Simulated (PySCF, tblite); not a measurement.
# Li+, fluoride and water

A gas-phase complex of Li+, fluoride and water; neutral, singlet. The structure comes from a short search (6 tight-binding starts) and was relaxed by PBE0-D3(BJ)/def2-SVPD; another way of binding may lie lower. Frequencies by PBE0-D3(BJ)/def2-SVPD show no clear imaginary mode.

Parts: 1 = Li+ ([Li+]), atoms 1, charge +1; 2 = fluoride ([F-]), atoms 2, charge -1; 3 = water (O), atoms 3–5.

```xyz
5

Li    0.372    0.346   -0.814
F     1.556   -0.413   -0.055
O    -1.062    1.222   -1.766
H    -0.983    1.967   -2.368
H    -1.992    0.977   -1.746
```
Atoms count from 1 in this order.

Contacts between parts, classed by geometry: Li1···F2 1.598 Å (ion contact); Li1···O3 1.931 Å (ion contact).

Interaction energies are complex less parts, with the parts frozen as they stand in it; counterpoise-corrected, in kcal/mol (PySCF).

Question: Give the interaction energy at each level run.

Answer: 
```csv
level,interaction,superposition error removed
wB97M-D3(BJ)/def2-TZVPD,-199.85,-0.13
PBE0-D3(BJ)/def2-TZVPD,-201.31,-0.13
```

Question: What holds them together? Decompose the wB97M-D3(BJ)/def2-TZVPD energy: frozen parts, their antisymmetrised product, then relaxation.

Answer: electrostatic -219.5, Pauli repulsion +46.9, orbital relaxation -26.6, dispersion correction -0.8 kcal/mol, which sum to the value before the counterpoise correction; the Pauli term holds the exchange-correlation of the frozen density too. Of the attraction, 89 % is electrostatic, 11 % is orbital relaxation, 0 % is dispersion correction.

Question: Are the pair energies additive?

Answer: The pairs sum to -209.34 kcal/mol (1–2 -182.9, 1–3 -34.6, 2–3 8.2); the rest of +9.49 is a many-body weakening.

The parts were also relaxed and run alone, at the levels used for the complex: shieldings by PBE0/aug-pcSseg-2; core levels by delta-SCF with SCAN, aug-pcX-2 on the ionised atom and aug-pcseg-1 elsewhere, spin-free X2C.

Question: What does binding change?

Answer: 
```tsv
property	alone	in the complex	change
shielding of Li1 (ppm)	95.2	88.6	-6.6
shielding of F2 (ppm)	479.9	382.2	-97.6
shielding of O3 (ppm)	327.6	328.1	+0.5
F2 1s core level (eV)	680.05	687.48	+7.44
O3 1s core level (eV)	539.78	542.12	+2.34
```

Question: What are the binding energy from relaxed parts (wB97M-D3(BJ)/def2-TZVPD), and ΔH and ΔG of association at 298.15 K and 1 atm?

Answer: -199.80 kcal/mol, -196.90 with zero-point energy; ΔH -198.0 and ΔG -185.2 kcal/mol, from harmonic vibrations by PBE0-D3(BJ)/def2-SVPD with low modes damped.
